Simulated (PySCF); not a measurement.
Species: C5H10O.
Geometry (GFN2-xTB, Å), atoms numbered from 1 in this order:
```xyz
16
C5H10O angstrom
C     -3.1310    0.1393    0.5346
C     -1.9473    0.6474    0.2523
C     -0.8436   -0.1040   -0.4231
O      0.3827    0.2457    0.1747
C      1.4936   -0.3784   -0.4237
C      2.7517    0.0560    0.3100
H     -3.3827   -0.8814    0.2964
H     -3.9013    0.7235    1.0071
H     -1.6978    1.6687    0.5007
H     -1.0111   -1.1907   -0.3537
H     -0.8220    0.1622   -1.4968
H      1.5531   -0.0960   -1.4883
H      1.3816   -1.4741   -0.3736
H      2.8571    1.1358    0.2555
H      3.6230   -0.4130   -0.1389
H      2.6863   -0.2322    1.3555
```

Method: PySCF, TDDFT CAM-B3LYP/def2-SVPD, vertical, gas phase, core orbitals frozen in the response.

Ground-to-excited transition dipoles (e·a0, same axes as the geometry; the sign carries no meaning), for the states with f of 0.002 or more among the lowest 8:

```tsv
state	E (eV)	μx	μy	μz
S1	7.041	-0.643	-0.144	0.367
S2	7.223	0.255	-0.141	-0.044
S3	7.575	-0.244	0.221	-0.401
S4	7.781	1.312	0.314	-0.314
S5	7.994	-0.131	-0.312	0.145
S7	8.210	-0.088	-0.021	-0.335
S8	8.320	-0.080	-0.285	-0.074
```

(1) What oscillator strength does each state have?

(2) Which bond between heavy atoms lies closest to the direction of the S4 transition dipole?

(3) What angle do the transition dipoles of S2 and S8 make?

(4) What peak molar absorption coefficient would the strongest computed level give as a lone Gaussian band 0.3 eV wide at half height?

## Answers

(1) f = (2/3) ΔE |μ|² with ΔE in hartree (27.2114 eV).

| state | \|μ\|² (au) | \|μ\| (D) | f |
| --- | --- | --- | --- |
| S1 | 0.569 | 1.92 | 0.098 |
| S2 | 0.087 | 0.75 | 0.015 |
| S3 | 0.270 | 1.32 | 0.050 |
| S4 | 1.918 | 3.52 | 0.366 |
| S5 | 0.136 | 0.94 | 0.027 |
| S7 | 0.120 | 0.88 | 0.024 |
| S8 | 0.093 | 0.78 | 0.019 |

(2) C1–C2, at 10° from it; next C3–O4 at 38°.

(3) |cos θ| = |μa·μb| / (|μa| |μb|) = 0.26, so θ ≈ 75° (taken between 0 and 90°, since the signs are arbitrary).

(4) ε(max) = 2.175×10⁸ f / FWHM, with the width in cm⁻¹. S4: 2.175×10⁸ × 0.3656 / 2420 ≈ 33000 L mol⁻¹ cm⁻¹.

One conformer stands for the species.
